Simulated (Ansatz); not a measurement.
Born–Oppenheimer molecular dynamics of AlH₅O (7 atoms, charge 0, multiplicity 1). It starts from a relaxed structure.

These are results of RKS PBE/def2-SVP (Ansatz), not measurements.

| Property | Result |
| --- | --- |
| ensemble | NVT, Nosé–Hoover chain |
| time step | 0.5 fs |
| steps asked | 166 |
| set temperature | 200 K |
| thermostat | time constant 100 fs, chain length 1 |
| seed | 639691 |

First frame:

```xyz
7
Properties=species:S:1:pos:R:3
O -0.150 -1.174 -0.160
Al 0.143 0.867 -0.151
H -0.997 -1.401 0.273
H 0.546 -1.629 0.355
H 0.324 1.224 -1.707
H -1.266 1.216 0.560
H 1.462 0.829 0.784
```

Question: How far do the bonds stretch over the last three quarters of this one trajectory? (Pairs bonded in most of those frames.)

Answer: 
```csv
bond,mean (Å),spread (Å),shortest,longest
O1–Al2,2.093,0.063,1.98,2.16
O1–H3,0.978,0.008,0.97,0.99
O1–H4,0.978,0.011,0.96,1.00
Al2–H5,1.618,0.051,1.54,1.69
Al2–H6,1.615,0.026,1.58,1.66
Al2–H7,1.621,0.019,1.59,1.65
```

Mean temperature of the second half: 103 K. The conserved energy stayed within 0.094 meV per atom of its start (net change 0.027 meV per atom), so the integration is sound. The mean temperature of the second half is 48 % below the set value. A run of 0.083 ps of so small a system gives no equilibrium averages.

Time of the run: 2.6 min on 1 thread of Arm Neoverse V2, on a shared host, peak memory 0.09 GiB.
